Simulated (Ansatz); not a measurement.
[SiH3···H···H], doublet along the distance Si1-H5

Starting geometry:

```xyz
6

Si   -0.0770    0.0000    0.0000
H    -0.5719    1.3997    0.0000
H    -0.5719   -0.6999    1.2122
H    -0.5719   -0.6999   -1.2122
H     1.4076    0.0000    0.0000
H     2.4530    0.0000    0.0000
```

From there H5 is moved from one fragment to the other while all else, the fragments' distance too, stays fixed; atoms are numbered as listed. Energies are in eV, counted from the starting geometry at the same level.

Basis cc-pVDZ; Ansatz 0.2.0. Correlated methods freeze the noble-gas cores. Prefix R: restricted or restricted open-shell reference; prefix U: unrestricted. Active spaces: valence = (9e, 9o) chosen from the atoms' valence shells.

Runs in a small pair space aren't shown, since their orbitals change along the scan.

Full CI isn't at hand for all of this; UCCSDT(Q) serves as the reference, and is uncertain by about the last step of the cluster series. The frozen core follows each run's orbitals, which can shift R against U totals by a few meV.

```
distance Si1-H5 (Å)  UCCSDT(Q)  error RMP2  error UCCSD  error UCCSD(T)  error UCCSDT  error CASSCF (valence space)  error MRCISD+Q(relaxed) (valence space)
              1.381      0.200      -0.029       -0.006          -0.002         0.000                        -0.026                                    0.000
              1.485      0.000       0.000        0.000           0.000         0.000                         0.000                                    0.000
              1.528     -0.050       0.009        0.002           0.001         0.000                         0.011                                    0.000
              1.570     -0.092       0.012        0.003           0.001         0.000                         0.020                                    0.000
              1.613     -0.130       0.013        0.004           0.001         0.000                         0.027                                    0.000
              1.656     -0.164       0.015        0.004           0.001         0.000                         0.032                                    0.000
              1.699     -0.190       0.018        0.003           0.001         0.000                         0.033                                    0.000
              1.742     -0.197       0.019        0.001           0.001         0.000                         0.031                                    0.000
              1.785     -0.171       0.017       -0.001           0.000         0.000                         0.026                                   -0.001
```

Errors are those of relative energies. In total energy the starting point itself misses UCCSDT(Q) by: RMP2 1.034, UCCSD 0.102, UCCSD(T) 0.022, UCCSDT 0.002, CASSCF (valence space) 2.934, MRCISD+Q(relaxed) (valence space) -0.019 eV.

Spread of the error over the points with a reference, to 1.785 Å (largest less smallest): UCCSDT 0.000, MRCISD+Q(relaxed) (valence space) 0.001, UCCSD(T) 0.003, UCCSD 0.010, RMP2 0.048, CASSCF (valence space) 0.059 eV.
